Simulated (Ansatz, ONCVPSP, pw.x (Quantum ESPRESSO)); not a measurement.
**Si (diamond): variants of one ONCV potential in the solid**

ONCVPSP 4.0.1.1 (patched build) input, shortened (lines: element, Z, core and valence counts, functional; n l f; lmax; l rc ep ncon nbas qcut; lloc lpopt rc5 dvloc0; l nproj debl; icmod fcfact rcfact), LDA (Perdew-Wang 92), scalar-relativistic:

```
  Si 14.00    3    2  -001012      upf
    1    0    2.00
    2    0    2.00
    2    1    6.00
    3    0    1.00
    3    1    3.00
    2
    0    1.90    0.00    4    9    3.70
    1    2.20    0.00    4    8    4.10
    2    1.85    0.07    3    7    5.30
    4    5    1.30    0.00
    0    2    2.80
    1    2    1.10
    2    2    3.70
    0    0.00    0.00
```

Crystal test: diamond Si in pw.x 7.5, no spin, 9³ k-points, Fermi–Dirac smearing 0.01 Ry, cutoffs set for each file from its atomic test. The reference is all-electron LAPW (Ansatz 0.2.0) with the same functional, mesh and smearing; V0 and B0 come from Birch–Murnaghan fits to the pressures at five volumes. Errors are pseudo minus all-electron; Δ is the rms difference of the E(V) curves that follow from these fits, minima aligned, over ±6 % about the mean V0. Mesh and smearing are coarse, so the numbers serve the comparison and aren't converged zero-temperature values; the lattice is a test structure that the element need not adopt.

All-electron: a0 = 5.400 Å (V0 = 19.69 Å³/atom), B0 = 96.2 GPa.

| change | cutoffs (Ry) | pw.x | a0 (Å) | a0 error (%) | B0 error (%) | Δ (meV/atom) | mean pressure error (GPa) |
| --- | --- | --- | --- | --- | --- | --- | --- |
| base | 95/380 | converged | 5.382 | -0.35 | -0.3 | 4.3 | -0.99 |
| all radii scaled by about 0.89 (s 1.70, p 1.96, d 1.66 bohr); local potential polynomial inside 1.16 bohr (lpopt 5, dvloc0 0 Ha) | 135/540 | converged | 5.380 | -0.38 | -0.0 | 4.8 | -1.09 |
| all radii scaled by about 1.06 (s 2.00, p 2.32, d 1.96 bohr); local potential polynomial inside 1.38 bohr (lpopt 5, dvloc0 0 Ha) | 80/320 | converged | 5.382 | -0.33 | -0.2 | 4.2 | -0.95 |
| all radii scaled by about 1.18 (s 2.24, p 2.60, d 2.18 bohr); local potential polynomial inside 1.54 bohr (lpopt 5, dvloc0 0 Ha) | 35/140 | converged | 5.385 | -0.29 | -0.1 | 3.6 | -0.84 |
| all radii scaled by about 1.29 (s 2.46, p 2.84, d 2.38 bohr); local potential polynomial inside 1.68 bohr (lpopt 5, dvloc0 0 Ha) | 35/140 | converged | 5.389 | -0.22 | -0.3 | 2.7 | -0.63 |

Problem. Give the row for: all radii scaled by about 0.78 (s 1.48, p 1.72, d 1.44 bohr); local potential polynomial inside 1.02 bohr (lpopt 5, dvloc0 0 Ha).

Solution. pw.x: converged; mean pressure error (GPa): -1.01; a0 (Å): 5.381; a0 error (%): -0.35; B0 error (%): -0.3; Δ (meV/atom): 4.4.
